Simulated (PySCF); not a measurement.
Ligands exchanged one at a time, B H-Cl. Isolated molecules, 0 K electronic values unless said otherwise. Strings in code marks are SMILES.

These are TPSSh-D3(BJ)/def2-TZVP // CAM-B3LYP-D3(BJ)/def2-TZVP (PySCF) values and carry that method's errors. Excitations are Tamm–Dancoff values on a coarser integration grid. The basis has no diffuse functions, so Rydberg states are missing or too high.

| species | HOMO (eV) | LUMO (eV) | S1–T1 gap (TDA) (eV) |
|---|---|---|---|
| 0 of 3 H replaced by Cl (`B`) | -9.29 | -2.30 | – |
| 1 of 3 H replaced by Cl | … | -2.21 | 0.43 |
| 2 of 3 H replaced by Cl | -8.55 | … | 0.42 |
| 3 of 3 H replaced by Cl | -8.34 | -2.14 | 0.20 |

Q: Fill in the missing entries.

A: 
- 1 of 3 H replaced by Cl, HOMO (eV): -7.97
- 2 of 3 H replaced by Cl, LUMO (eV): -2.15
